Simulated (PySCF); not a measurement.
# H2S: bending curve

All numbers come from PBE/[S def2-TZVP, H def2-TZVP], no relativity, density fitting, PySCF.

Rigid scan from the singlet minimum (S–H 1.352 Å (×2); H–S–H 91.8°). Coordinate: the H–S–H angle, bonds fixed. Energies in kJ/mol from the minimum.

```
bond angle (°)  E (kJ/mol)  dipole size (D)
            80         9.3             1.13
            90         0.2             1.13
           100         4.4             1.13
           110        21.2             1.14
           120        49.3             1.13
           130        87.4             1.12
           140       133.3             1.07
           150       183.2             0.98
           160       231.0             0.78
           170       267.1             0.45
           180       280.8             0.00
```

With the bonds held, the linear shape lies 280.8 kJ/mol from the minimum.

The scan took roughly 18 core-seconds on a shared host.
